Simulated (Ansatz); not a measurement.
`N#CC(F)F` + H₂O → `N#CO` + `FCF` at 700 K and 1 bar (formal hydrolysis of a C–C bond).

Computed with Ansatz on PBE0-D4/def2-TZVP structures; ΔE is electronic, products minus reactants. CCSD(T)/CBS is the MP2 limit (def2-TZVPP, def2-QZVPP) plus CCSD(T) − MP2 in def2-TZVPP, frozen cores. This one scheme is used for every species. Each species was taken in one conformer, which may not be the lowest.

```tsv
species	CCSD(T)/CBS energy (Eh)	H − E (kJ/mol)	S (J/(mol·K))
`N#CC(F)F`	-330.94585	130.6	363.4
H₂O	-76.37941	80.5	218.4
`N#CO`	-168.48100	90.2	286.3
`FCF`	-238.82660	120.2	293.9
```

H − E and S are ideal-gas, rigid-rotor, harmonic terms from PBE0-D4/def2-TZVP, for one conformer and one mirror image of each species. 1 Eh = 2625.50 kJ/mol, R = 8.31446 J/(mol·K).

Question: By hand: ΔE, ΔH, ΔS and ΔG.

Answer: ΔE = (-168.48100) + (-238.82660) − (-330.94585) − (-76.37941) = 0.01766 Eh = 46.4 kJ/mol. Δ(H − E) = 90.2 + 120.2 − 130.6 − 80.5 = -0.7, so ΔH = 45.7 kJ/mol. ΔS = 286.3 + 293.9 − 363.4 − 218.4 = -1.6 J/(mol·K). ΔG = 45.7 − 700 × (-1.6)/1000 = 46.8 kJ/mol.

Question: By hand: the equilibrium constant, and the temperature at which ΔG would vanish if ΔH and ΔS stayed fixed.

Answer: log₁₀ K = −ΔG/(RT ln 10) = -3.5. ΔH and −TΔS have one sign here, so there is no such temperature. One of them is within its doubt of zero, so this could turn.

The number of gas molecules stays the same, so ΔS is small and ΔH decides. A doubt of 5 kJ/mol in ΔE shifts log₁₀ K by 0.4 here. Other conformers and mirror images would add mixing entropy, several J/(mol·K) or more a flexible species. These are equilibria of isolated gas molecules and say nothing of rates. Largest T1 diagnostic: 0.014 (customary marks: 0.02 for closed shells, 0.045 for open ones).
